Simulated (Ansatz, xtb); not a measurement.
## C5H12S: which of two isomers lies lower

Structure a: `CC[C@H](C)CS`, a singlet. Structure b: `CCC(C)(C)S`, a singlet. Both are isolated molecules in the gas phase, relaxed with B3LYP/def2-SVP, each in the lowest conformer that the search found.

a (Å):

```yaml
atoms:
  - { symbol: C, position_ang: [-2.3583, 0.6553, -3.0897] }
  - { symbol: C, position_ang: [-0.8799, 0.8045, -2.7252] }
  - { symbol: C, position_ang: [-0.6013, 1.4886, -1.3741] }
  - { symbol: C, position_ang: [0.8977, 1.7533, -1.1892] }
  - { symbol: C, position_ang: [-1.2092, 0.7517, -0.1654] }
  - { symbol: S, position_ang: [-0.6518, -0.9821, 0.1205] }
  - { symbol: H, position_ang: [-2.4732, 0.2426, -4.1046] }
  - { symbol: H, position_ang: [-2.8889, -0.0257, -2.4049] }
  - { symbol: H, position_ang: [-2.8817, 1.6266, -3.0667] }
  - { symbol: H, position_ang: [-0.3976, -0.1884, -2.7238] }
  - { symbol: H, position_ang: [-0.3730, 1.3911, -3.5114] }
  - { symbol: H, position_ang: [-1.1122, 2.4721, -1.3894] }
  - { symbol: H, position_ang: [1.2908, 2.3813, -2.0044] }
  - { symbol: H, position_ang: [1.1044, 2.2718, -0.2381] }
  - { symbol: H, position_ang: [1.4709, 0.8117, -1.1939] }
  - { symbol: H, position_ang: [-2.2994, 0.6572, -0.2789] }
  - { symbol: H, position_ang: [-1.0399, 1.3274, 0.7576] }
  - { symbol: H, position_ang: [0.5970, -0.6936, 0.5525] }
```

b (Å):

```xyz
18

C    -2.8444    1.1711   -1.9889
C    -1.4303    0.7492   -2.3865
C    -0.3451    0.7908   -1.2856
C     1.0068    0.3766   -1.8819
C    -0.2305    2.1824   -0.6448
S    -0.7761   -0.3651    0.1234
H    -3.5383    1.0315   -2.8330
H    -3.2109    0.5719   -1.1415
H    -2.8936    2.2326   -1.6987
H    -1.4572   -0.2750   -2.7985
H    -1.0760    1.3928   -3.2140
H     0.9546   -0.6255   -2.3370
H     1.7925    0.3603   -1.1121
H     1.3089    1.0862   -2.6721
H     0.5860    2.2105    0.0932
H    -0.0127    2.9337   -1.4222
H    -1.1584    2.4812   -0.1349
H    -0.7571   -1.5069   -0.6042
```

Quicker runs give these differences E(b) − E(a): GFN2-xTB −2.4 kcal/mol; HF/STO-3G +0.5 kcal/mol (at GFN2-xTB geometries); r2SCAN-D4/def2-SVP −2.6 kcal/mol (at GFN2-xTB geometries).

Problem. Which of the two would you expect CCSD(T)/def2-SVP + ΔMP2/def2-TZVPP electronic energies to favour?

Solution. Structure b; the calculation gives E(b) − E(a) = −2.7 kcal/mol.

Level by level:

```
                             level        geometry  E(b) − E(a) (kcal/mol)  departure from the last row (kcal/mol)  job, with rough time for the two
                          GFN2-xTB        GFN2-xTB                      −2.4                                    +0.3              optimisation, 0.19 s
                         HF/STO-3G        GFN2-xTB                      +0.5                                    +3.1              single point, 0.46 s
                r2SCAN-D4/def2-SVP        GFN2-xTB                      −2.6                                    +0.1               single point, 2.9 s
                    B3LYP/def2-SVP  B3LYP/def2-SVP                      −0.9                                    +1.8                optimisation, 38 s
                       HF/def2-SVP  B3LYP/def2-SVP                      −0.9                                    +1.8           part of the CCSD(T) run
                      MP2/def2-SVP  B3LYP/def2-SVP                      −3.7                                    −1.0           part of the CCSD(T) run
                  CCSD(T)/def2-SVP  B3LYP/def2-SVP                      −3.1                                    −0.4                      single point
CCSD(T)/def2-SVP + ΔMP2/def2-TZVPP  B3LYP/def2-SVP                      −2.7                                                        single point, 53 s
```

As drawn, both hold the same kinds of bond in the same numbers. Structure a has 2 methyl groups, b 3.

HF/STO-3G finds them nearly level. The largest departure from CCSD(T)/def2-SVP + ΔMP2/def2-TZVPP is that of HF/STO-3G, 3.1 kcal/mol. The last row adds to CCSD(T) the change of the MP2 difference between the two basis sets, here +0.4 kcal/mol.

With thermal terms from frequencies at re-optimised GFN2-xTB minima (ideal gas, soft modes damped towards free rotors, one conformer each, 298.15 K, 1 atm): on the last row, ΔE + ΔZPE = −3.2, ΔH = −3.1, ΔG = −2.9 kcal/mol.

The correlated steps freeze 10 core orbitals. Mirror images aren't counted in ΔG. Codes used: Ansatz 0.2.0, xtb 6.7.1; the last row on 4 threads of Intel(R) Xeon(R) Platinum 8488C (Sapphire Rapids) on a shared host.
